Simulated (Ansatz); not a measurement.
Rock-salt HfC, treated with PBE-D4 (PAW; Ansatz, a quantum-chemistry and plane-wave program).

Settings: plane-wave cutoff 520 eV, 20×20×20 k mesh, Fermi–Dirac smearing 0.05 eV, scalar-relativistic PAW data made under PBE.

Computed at the level's own relaxed cell.

Q: What does this level give for the volume per atom, bulk modulus, lattice constant a and pressure derivative B′ of the bulk modulus?

A: 
* **volume per atom**: 12.39 Å³/atom
* **bulk modulus**: 240 GPa
* **lattice constant a**: 4.628 Å
* **pressure derivative B′ of the bulk modulus**: 3.9

The run finds no gap.

Measured, for comparison: equilibrium volume per atom 12.47 Å³/atom, lattice constant a 4.638 Å (temperature not stated, no zero-point or thermal correction; as tabulated in Zhang et al. (2018), doi:10.1088/1367-2630/aac7f0); bulk modulus 242 GPa (room temperature, no zero-point or thermal correction, our sources range from 242 to 286; as tabulated in Synthesis of Binary Transition Metal Nitrides, Carbides and Borides from the …). Computed (rounded) less measured: equilibrium volume per atom -0.6 %, bulk modulus not scored (sources differ), lattice constant a -0.2 %. A static lattice is as a rule a little smaller and stiffer than an uncorrected measurement, which narrows the difference in the equilibrium volume per atom and would widen misses of the other sign.

Spin–orbit coupling is not included.

Computed values are for the static lattice.
